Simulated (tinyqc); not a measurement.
ROHF in the sto-6g basis, for CH2, spin multiplicity 3, step by step (part 2 of 2). Computed by tinyqc, a small Python program that keeps every step (integrals from PySCF). Command: `OMP_NUM_THREADS=1 python tinyqc.py 21491 21492 out.jsonl` (the two numbers bound the seeds that draw the settings). One thread of a shared host (Intel(R) Xeon(R) Processor @ 2.60GHz), about 0.1 s of CPU time with the checks.

Geometry (angstrom):
```
atom         x          y         z
C     0.000000   0.000000  0.000000
H     0.000000   1.053000  0.730000
H     0.000000  -1.038000  0.720000
```

## Iteration 2: building the Fock matrix

D(alpha) after iteration 1, order 1C 1s, 1C 2s, 1C 2px, 1C 2py, 1C 2pz, 2H 1s, 3H 1s:
```
[[1.050691, -0.204081, 0.000000, -0.000616, 0.076582, -0.026459, -0.027521],
 [-0.204081, 0.859744, 0.000000, 0.003677, -0.374212, 0.023086, 0.024204],
 [0.000000, 0.000000, 1.000000, 0.000000, 0.000000, 0.000000, 0.000000],
 [-0.000616, 0.003677, 0.000000, 0.306962, -0.001497, 0.250329, -0.249335],
 [0.076582, -0.374212, 0.000000, -0.001497, 0.544667, 0.248577, 0.246436],
 [-0.026459, 0.023086, 0.000000, 0.250329, 0.248577, 0.379860, -0.028453],
 [-0.027521, 0.024204, 0.000000, -0.249335, 0.246436, -0.028453, 0.376636]]
```

D(beta) after iteration 1, order 1C 1s, 1C 2s, 1C 2px, 1C 2py, 1C 2pz, 2H 1s, 3H 1s:
```
[[1.025070, -0.090397, 0.000000, -0.000104, -0.036483, -0.066433, -0.067143],
 [-0.090397, 0.355328, 0.000000, 0.001402, 0.127455, 0.200451, 0.200005],
 [0.000000, 0.000000, 0.000000, 0.000000, 0.000000, 0.000000, 0.000000],
 [-0.000104, 0.001402, 0.000000, 0.306952, 0.000766, 0.251129, -0.248542],
 [-0.036483, 0.127455, 0.000000, 0.000766, 0.045734, 0.072179, 0.071592],
 [-0.066433, 0.200451, 0.000000, 0.251129, 0.072179, 0.317494, -0.090269],
 [-0.067143, 0.200005, 0.000000, -0.248542, 0.071592, -0.090269, 0.315365]]
```

core Hamiltonian H = T + V (hartree), order 1C 1s, 1C 2s, 1C 2px, 1C 2py, 1C 2pz, 2H 1s, 3H 1s:
```
[[-18.771219, -4.313553, 0.000000, 0.000304, -0.014955, -0.745720, -0.777189],
 [-4.313553, -5.489484, 0.000000, 0.002616, -0.155076, -1.830922, -1.882691],
 [0.000000, 0.000000, -4.440684, 0.000000, 0.000000, 0.000000, 0.000000],
 [0.000304, 0.002616, 0.000000, -4.565752, 0.001389, -1.326793, 1.356070],
 [-0.014955, -0.155076, 0.000000, 0.001389, -4.500826, -0.951137, -0.972376],
 [-0.745720, -1.830922, 0.000000, -1.326793, -0.951137, -3.177565, -0.456229],
 [-0.777189, -1.882691, 0.000000, 1.356070, -0.972376, -0.456229, -3.210671]]
```

nuclear repulsion = 5.24446220 hartree

Given earlier and not repeated: Two-electron integrals (ij|kl) in chemists' order.

J_ij = sum D_kl (ij|kl) with D = D(alpha) + D(beta), K_ij = sum D_kl (ik|jl) for each spin; F = H + J - K(s); E = tr D H + tr D J / 2 - 0.5 sum_s tr D(s) K(s) + E_nn.

Coulomb J (hartree), order 1C 1s, 1C 2s, 1C 2px, 1C 2py, 1C 2pz, 2H 1s, 3H 1s:
```
[[11.228826, 2.031203, 0.000000, -0.000133, 0.012074, 0.358110, 0.373314],
 [2.031203, 4.960379, 0.000000, -0.000817, 0.130544, 1.645204, 1.691064],
 [0.000000, 0.000000, 4.924659, 0.000000, 0.000000, 0.000000, 0.000000],
 [-0.000133, -0.000817, 0.000000, 5.009019, -0.000600, 1.303609, -1.332513],
 [0.012074, 0.130544, 0.000000, -0.000600, 4.947459, 0.929669, 0.950901],
 [0.358110, 1.645204, 0.000000, 1.303609, 0.929669, 3.415662, 0.398439],
 [0.373314, 1.691064, 0.000000, -1.332513, 0.950901, 0.398439, 3.443128]]
```

exchange K(alpha) (hartree), order 1C 1s, 1C 2s, 1C 2px, 1C 2py, 1C 2pz, 2H 1s, 3H 1s:
```
[[3.627956, 0.595961, 0.000000, -0.000041, 0.001234, 0.112119, 0.116707],
 [0.595961, 0.952417, 0.000000, -0.000411, -0.086109, 0.372977, 0.381949],
 [0.000000, 0.000000, 0.853201, 0.000000, 0.000000, 0.000000, 0.000000],
 [-0.000041, -0.000411, 0.000000, 0.644884, -0.002781, 0.303093, -0.307254],
 [0.001234, -0.086109, 0.000000, -0.002781, 0.705778, 0.210934, 0.213494],
 [0.112119, 0.372977, 0.000000, 0.303093, 0.210934, 0.594771, 0.092731],
 [0.116707, 0.381949, 0.000000, -0.307254, 0.213494, 0.092731, 0.600681]]
```

exchange K(beta) (hartree), order 1C 1s, 1C 2s, 1C 2px, 1C 2py, 1C 2pz, 2H 1s, 3H 1s:
```
[[3.570847, 0.549994, 0.000000, -0.000041, 0.003382, 0.101892, 0.106136],
 [0.549994, 0.572807, 0.000000, -0.001873, 0.215741, 0.336909, 0.343866],
 [0.000000, 0.000000, 0.115119, 0.000000, 0.000000, 0.000000, 0.000000],
 [-0.000041, -0.001873, 0.000000, 0.550937, -0.000755, 0.291158, -0.294704],
 [0.003382, 0.215741, 0.000000, -0.000755, 0.208003, 0.177087, 0.180326],
 [0.101892, 0.336909, 0.000000, 0.291158, 0.177087, 0.544592, 0.072748],
 [0.106136, 0.343866, 0.000000, -0.294704, 0.180326, 0.072748, 0.550299]]
```

F(alpha) (hartree), order 1C 1s, 1C 2s, 1C 2px, 1C 2py, 1C 2pz, 2H 1s, 3H 1s:
```
[[-11.170349, -2.878311, 0.000000, 0.000212, -0.004115, -0.499729, -0.520582],
 [-2.878311, -1.481522, 0.000000, 0.002210, 0.061577, -0.558695, -0.573576],
 [0.000000, 0.000000, -0.369226, 0.000000, 0.000000, 0.000000, 0.000000],
 [0.000212, 0.002210, 0.000000, -0.201617, 0.003569, -0.326276, 0.330811],
 [-0.004115, 0.061577, 0.000000, 0.003569, -0.259145, -0.232402, -0.234969],
 [-0.499729, -0.558695, 0.000000, -0.326276, -0.232402, -0.356674, -0.150521],
 [-0.520582, -0.573576, 0.000000, 0.330811, -0.234969, -0.150521, -0.368225]]
```

F(beta) (hartree), order 1C 1s, 1C 2s, 1C 2px, 1C 2py, 1C 2pz, 2H 1s, 3H 1s:
```
[[-11.113240, -2.832345, 0.000000, 0.000211, -0.006263, -0.489502, -0.510011],
 [-2.832345, -1.101913, 0.000000, 0.003672, -0.240272, -0.522627, -0.535494],
 [0.000000, 0.000000, 0.368856, 0.000000, 0.000000, 0.000000, 0.000000],
 [0.000211, 0.003672, 0.000000, -0.107669, 0.001544, -0.314342, 0.318261],
 [-0.006263, -0.240272, 0.000000, 0.001544, 0.238630, -0.198555, -0.201801],
 [-0.489502, -0.522627, 0.000000, -0.314342, -0.198555, -0.306495, -0.130538],
 [-0.510011, -0.535494, 0.000000, 0.318261, -0.201801, -0.130538, -0.317842]]
```

total energy of this density = -38.75860409 hartree

## Iteration 2: Roothaan effective Fock matrix

overlap S, order 1C 1s, 1C 2s, 1C 2px, 1C 2py, 1C 2pz, 2H 1s, 3H 1s:
```
[[1.000000, 0.243228, 0.000000, 0.000000, 0.000000, 0.041705, 0.043462],
 [0.243228, 1.000000, 0.000000, 0.000000, 0.000000, 0.387599, 0.396793],
 [0.000000, 0.000000, 1.000000, 0.000000, 0.000000, 0.000000, 0.000000],
 [0.000000, 0.000000, 0.000000, 1.000000, 0.000000, 0.325847, -0.331522],
 [0.000000, 0.000000, 0.000000, 0.000000, 1.000000, 0.225896, 0.229957],
 [0.041705, 0.387599, 0.000000, 0.325847, 0.225896, 1.000000, 0.103532],
 [0.043462, 0.396793, 0.000000, -0.331522, 0.229957, 0.103532, 1.000000]]
```

With projectors Pc = D(beta) S, Po = (D(alpha) - D(beta)) S, Pv = 1 - D(alpha) S, the block xy is Px^T F Py; with Fc = (F(alpha) + F(beta))/2, the blocks are Fc for cc, oo, vv and cv, F(beta) for co and F(alpha) for ov.

effective F (hartree), order 1C 1s, 1C 2s, 1C 2px, 1C 2py, 1C 2pz, 2H 1s, 3H 1s:
```
[[-11.142009, -2.849859, 0.000000, 0.000256, -0.015835, -0.496994, -0.517636],
 [-2.849859, -1.231416, 0.000000, 0.003433, -0.123927, -0.534647, -0.548186],
 [0.000000, 0.000000, -0.000185, 0.000000, 0.000000, 0.000000, 0.000000],
 [0.000256, 0.003433, 0.000000, -0.154639, 0.002276, -0.320259, 0.324588],
 [-0.015835, -0.123927, 0.000000, 0.002276, -0.069845, -0.249843, -0.252853],
 [-0.496994, -0.534647, 0.000000, -0.320259, -0.249843, -0.343020, -0.151897],
 [-0.517636, -0.548186, 0.000000, 0.324588, -0.252853, -0.151897, -0.354332]]
```

## Iteration 2: diagonalisation and new density

X, order 1C 1s, 1C 2s, 1C 2px, 1C 2py, 1C 2pz, 2H 1s, 3H 1s:
```
[[1.025114, -0.142315, 0.000000, 0.000240, -0.009034, 0.020721, 0.021047],
 [-0.142315, 1.179576, 0.000000, -0.003492, 0.088781, -0.244244, -0.253113],
 [0.000000, 0.000000, 1.000000, 0.000000, 0.000000, 0.000000, 0.000000],
 [0.000240, -0.003492, 0.000000, 1.108187, -0.001786, -0.208669, 0.214589],
 [-0.009034, 0.088781, 0.000000, -0.001786, 1.050407, -0.139580, -0.143854],
 [0.020721, -0.244244, 0.000000, -0.208669, -0.139580, 1.151792, -0.018886],
 [0.021047, -0.253113, 0.000000, 0.214589, -0.143854, -0.018886, 1.160177]]
```

Diagonalise F' = X^T F X, C = X C', fill 5 alpha and 3 beta electrons from the bottom; D(s) = C_occ C_occ^T. Each column has its largest component positive (the first on a tie).

F' = X^T F X (hartree):
```
[[-10.939382, -1.470174, 0.000000, 0.000165, -0.026969, -0.051338, -0.056909],
 [-1.470174, -0.484527, 0.000000, -0.001735, 0.048990, -0.355167, -0.365026],
 [0.000000, 0.000000, -0.000185, 0.000000, 0.000000, 0.000000, 0.000000],
 [0.000165, -0.001735, 0.000000, 0.094933, -0.000700, -0.360580, 0.366385],
 [-0.026969, 0.048990, 0.000000, -0.000700, 0.048292, -0.250496, -0.254873],
 [-0.051338, -0.355167, 0.000000, -0.360580, -0.250496, -0.006006, -0.039602],
 [-0.056909, -0.365026, 0.000000, 0.366385, -0.254873, -0.039602, -0.002652]]
```

orbital energies (hartree): [-11.144150, -0.718099, -0.449748, -0.109124, -0.000185, 0.550152, 0.581627]

coefficients C, order 1C 1s, 1C 2s, 1C 2px, 1C 2py, 1C 2pz, 2H 1s, 3H 1s:
```
[[0.996165, -0.192323, -0.002262, 0.147335, 0.000000, 0.141058, 0.033527],
 [0.016462, 0.636544, 0.010216, -0.665547, 0.000000, -0.809681, -0.197910],
 [0.000000, 0.000000, 0.000000, 0.000000, 1.000000, 0.000000, 0.000000],
 [-0.000080, -0.006595, 0.542862, -0.001493, 0.000000, -0.223948, 0.986299],
 [0.002907, 0.201714, 0.002888, 0.734391, 0.000000, -0.736066, -0.172251],
 [-0.003085, 0.307103, 0.464450, 0.241295, 0.000000, 0.894170, -0.531312],
 [-0.003197, 0.319160, -0.453394, 0.239951, 0.000000, 0.578414, 0.882065]]
```

D(alpha) after iteration 2, order 1C 1s, 1C 2s, 1C 2px, 1C 2py, 1C 2pz, 2H 1s, 3H 1s:
```
[[1.051045, -0.204105, 0.000000, -0.000259, 0.072297, -0.027636, -0.028188],
 [-0.204105, 0.848517, 0.000000, 0.002340, -0.360295, 0.039586, 0.038776],
 [0.000000, 0.000000, 1.000000, 0.000000, 0.000000, 0.000000, 0.000000],
 [-0.000259, 0.002340, 0.000000, 0.294745, -0.000860, 0.249747, -0.248594],
 [0.072297, -0.360295, 0.000000, -0.000860, 0.580035, 0.240484, 0.239278],
 [-0.027636, 0.039586, 0.000000, 0.249747, 0.240484, 0.368259, -0.054655],
 [-0.028188, 0.038776, 0.000000, -0.248594, 0.239278, -0.054655, 0.365016]]
```

D(beta) after iteration 2, order 1C 1s, 1C 2s, 1C 2px, 1C 2py, 1C 2pz, 2H 1s, 3H 1s:
```
[[1.029338, -0.106047, 0.000000, -0.000039, -0.035904, -0.063187, -0.063541],
 [-0.106047, 0.405564, 0.000000, 0.001346, 0.128477, 0.200179, 0.198475],
 [0.000000, 0.000000, 0.000000, 0.000000, 0.000000, 0.000000, 0.000000],
 [-0.000039, 0.001346, 0.000000, 0.294743, 0.000237, 0.250108, -0.248235],
 [-0.035904, 0.128477, 0.000000, 0.000237, 0.040705, 0.063279, 0.063060],
 [-0.063187, 0.200179, 0.000000, 0.250108, 0.063279, 0.310036, -0.112554],
 [-0.063541, 0.198475, 0.000000, -0.248235, 0.063060, -0.112554, 0.307440]]
```

## Iteration 11 (converged): orbitals

converged F (hartree), order 1C 1s, 1C 2s, 1C 2px, 1C 2py, 1C 2pz, 2H 1s, 3H 1s:
```
[[-11.122252, -2.844607, 0.000000, 0.000177, -0.015504, -0.496283, -0.516897],
 [-2.844607, -1.239233, 0.000000, 0.003362, -0.130950, -0.538931, -0.552244],
 [0.000000, 0.000000, 0.007206, 0.000000, 0.000000, 0.000000, 0.000000],
 [0.000177, 0.003362, 0.000000, -0.136893, 0.002296, -0.318098, 0.322164],
 [-0.015504, -0.130950, 0.000000, 0.002296, -0.065195, -0.245004, -0.248282],
 [-0.496283, -0.538931, 0.000000, -0.318098, -0.245004, -0.340942, -0.146044],
 [-0.516897, -0.552244, 0.000000, 0.322164, -0.248282, -0.146044, -0.351921]]
```

As before.

F' = X^T F X (hartree):
```
[[-10.920220, -1.466015, 0.000000, 0.000073, -0.025423, -0.051031, -0.056673],
 [-1.466015, -0.492630, 0.000000, -0.001733, 0.039307, -0.359200, -0.368773],
 [0.000000, 0.000000, 0.007206, 0.000000, 0.000000, 0.000000, 0.000000],
 [0.000073, -0.001733, 0.000000, 0.114252, -0.000686, -0.360704, 0.366410],
 [-0.025423, 0.039307, 0.000000, -0.000686, 0.049776, -0.245169, -0.249791],
 [-0.051031, -0.359200, 0.000000, -0.360704, -0.245169, -0.003821, -0.031587],
 [-0.056673, -0.368773, 0.000000, 0.366410, -0.249791, -0.031587, -0.000151]]
```

orbital energies (hartree): [-11.124382, -0.724326, -0.443911, -0.096688, 0.007206, 0.547496, 0.589017]

coefficients C, order 1C 1s, 1C 2s, 1C 2px, 1C 2py, 1C 2pz, 2H 1s, 3H 1s:
```
[[0.996170, -0.194962, -0.002129, 0.144047, 0.000000, 0.142509, 0.025262],
 [0.016425, 0.649819, 0.009920, -0.651494, 0.000000, -0.820611, -0.150957],
 [0.000000, 0.000000, 0.000000, 0.000000, 1.000000, 0.000000, 0.000000],
 [-0.000070, -0.005957, 0.530606, -0.000981, 0.000000, -0.168150, 1.003908],
 [0.002875, 0.199954, 0.002185, 0.743156, 0.000000, -0.736686, -0.128520],
 [-0.003048, 0.299271, 0.472698, 0.237766, 0.000000, 0.865626, -0.575529],
 [-0.003152, 0.310283, -0.462595, 0.236329, 0.000000, 0.633603, 0.842635]]
```

D(alpha) after iteration 11, order 1C 1s, 1C 2s, 1C 2px, 1C 2py, 1C 2pz, 2H 1s, 3H 1s:
```
[[1.051120, -0.204194, 0.000000, -0.000179, 0.070925, -0.028140, -0.028606],
 [-0.204194, 0.847078, 0.000000, 0.002030, -0.354159, 0.044207, 0.043020],
 [0.000000, 0.000000, 1.000000, 0.000000, 0.000000, 0.000000, 0.000000],
 [-0.000179, 0.002030, 0.000000, 0.281579, -0.000761, 0.248800, -0.247536],
 [0.070925, -0.354159, 0.000000, -0.000761, 0.592276, 0.237562, 0.236652],
 [-0.028140, 0.044207, 0.000000, 0.248800, 0.237562, 0.369549, -0.069609],
 [-0.028606, 0.043020, 0.000000, -0.247536, 0.236652, -0.069609, 0.366131]]
```

D(beta) after iteration 11, order 1C 1s, 1C 2s, 1C 2px, 1C 2py, 1C 2pz, 2H 1s, 3H 1s:
```
[[1.030370, -0.110349, 0.000000, -0.000038, -0.036125, -0.062389, -0.062648],
 [-0.110349, 0.422633, 0.000000, 0.001391, 0.130003, 0.199111, 0.196987],
 [0.000000, 0.000000, 0.000000, 0.000000, 0.000000, 0.000000, 0.000000],
 [-0.000038, 0.001391, 0.000000, 0.281578, -0.000032, 0.249034, -0.247304],
 [-0.036125, 0.130003, 0.000000, -0.000032, 0.039995, 0.060864, 0.061023],
 [-0.062389, 0.199111, 0.000000, 0.249034, 0.060864, 0.313016, -0.125800],
 [-0.062648, 0.196987, 0.000000, -0.247304, 0.061023, -0.125800, 0.310280]]
```

## Convergence

Stop when the energy changes by less than 1e-09 hartree and every element of the error matrix X^T (F D S - S D F) X is below 9e-06.

Course of the cycle:
```
iteration   E (hartree)     change  largest element of the error matrix
1          -38.55303473          -                             3.43e-01
2          -38.75860409  -2.06e-01                             3.17e-02
3          -38.76180657  -3.20e-03                             1.21e-02
4          -38.76213228  -3.26e-04                             3.65e-03
5          -38.76217252  -4.02e-05                             1.33e-03
6          -38.76217757  -5.05e-06                             4.66e-04
7          -38.76217821  -6.35e-07                             1.66e-04
8          -38.76217829  -8.00e-08                             5.90e-05
9          -38.76217830  -1.01e-08                             2.10e-05
10         -38.76217830  -1.27e-09                             7.46e-06
11         -38.76217830  -1.60e-10                             2.65e-06
```

PySCF ROHF in the same basis = -38.76217830 hartree

Converged in 11 iterations.

## Populations, bond orders and dipole

Mulliken: Z minus the diagonal of D S on the atom; Loewdin: the same with S^(1/2) D S^(1/2); Mayer order: 2 sum_s sum (D(s) S)_ij (D(s) S)_ji over the two atoms.

Charges (e):
```
atom   Mulliken    Loewdin  Mulliken spin
1C    -0.037552  -0.007029       1.913903
2H     0.017501   0.002649       0.043578
3H     0.020051   0.004380       0.042520
```

Mayer bond orders:
```
pair     order
2-1   0.979211
3-1   0.979206
3-2   0.018584
```

dipole moment about the origin, x y z (debye): [0.000000, -0.010615, 0.162086]
